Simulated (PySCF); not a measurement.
# Changing the system itself: LiB⁻

One physical setting of the base script is moved in each run, with the edits that it forces.

The runs use PySCF 2.14.0; each script names its method and basis.

7 further runs of the same task are left out: 7 that didn't finish.

### 1 Where the work starts

LiB⁻: 2 atoms, charge -1, spin multiplicity 2.

Bond lengths: Li1–B2 2.310 Å.

### 2 Base script

Contents of input.py:

```python
from pyscf import gto, dft

mol = gto.M(
    atom='Li 0 0 0; B 0 0 2.31',
    basis='3-21g',
    charge=-1,
    spin=1,
    symmetry=True,
    verbose=4,
)
mf = dft.ROKS(mol, xc='hse06')
mf = mf.newton()
mf.kernel()
mf.dip_moment()
print('orbital energies (hartree):', mf.mo_energy[..., max(0, mol.nelec[1]-3):mol.nelec[0]+3].round(4))
```

On the command line:

```bash
OMP_NUM_THREADS=1 python input.py
```

The log of this run is left out.

In short: E(SCF) = -31.944334 Eh, 4 macro-iterations.

The bond length is a typed value, not an optimised one. The dipole of an ion depends on the origin.

### 3 PCM, ε = 2.27

Run 1 changes solvent: none (gas phase) → PCM, ε = 2.27.

Contents of input.py:

```python
from pyscf import gto, dft, solvent

mol = gto.M(
    atom='Li 0 0 0; B 0 0 2.31',
    basis='3-21g',
    charge=-1,
    spin=1,
    symmetry=True,
    verbose=4,
)
mf = dft.ROKS(mol, xc='hse06')
mf = solvent.PCM(mf)
mf.with_solvent.eps = 2.27
mf = mf.newton()
mf.kernel()
mf.dip_moment()
print('orbital energies (hartree):', mf.mo_energy[..., max(0, mol.nelec[1]-3):mol.nelec[0]+3].round(4))
```

On the command line:

```bash
OMP_NUM_THREADS=1 python input.py
```

### 4 Bond 2.587 Å

Run 2 changes bond length: 2.31 Å → 2.587 Å.

input.py, as its differences from that of step 2:

```diff
@@ -3,3 +3,3 @@
 mol = gto.M(
-    atom='Li 0 0 0; B 0 0 2.31',
+    atom='Li 0 0 0; B 0 0 2.587',
     basis='3-21g',
```

### 5 Quartet

Run 3 changes spin (2S): 1 → 3.

input.py, as its differences from that of step 2:

```diff
@@ -6,3 +6,3 @@
     charge=-1,
-    spin=1,
+    spin=3,
     symmetry=True,
```

### 6 Charge +0 (triplet)

Run 4 changes charge: -1 → 0; spin (2S): 1 → 2.

input.py, as its differences from that of step 2:

```diff
@@ -5,4 +5,4 @@
     basis='3-21g',
-    charge=-1,
-    spin=1,
+    charge=0,
+    spin=2,
     symmetry=True,
```

**Question.** What will these runs give? Wanted: for each run, E(SCF); from base; SCF dipole.

As calculated:

```tsv
run	E(SCF) (hartree)	from base (eV)	cycles	SCF dipole (D)
base	-31.944334	0	4 macro	n/a
PCM, ε = 2.27	-31.983470	-1.0649	6 macro	n/a
bond 2.587 Å	-31.944363	-0.0008	5 macro	n/a
quartet	-31.955655	-0.3081	4 macro	n/a
charge +0 (triplet)	-31.940190	+0.1128	3 macro	5.30
```

**Reading.** Of the runs whose energies can be compared, “PCM, ε = 2.27” moves the SCF energy most (-1.065 eV). A continuum solvent with ε = 2.27 lowers the energy by 1.065 eV, a large gain because the system is charged. The quartet solution found lies 0.31 eV below the base doublet at this geometry and level, so the base is not the lowest spin state. At the SCF level, going to the triplet with one electron fewer costs 0.11 eV at fixed geometry, which need not be the lowest ionisation.
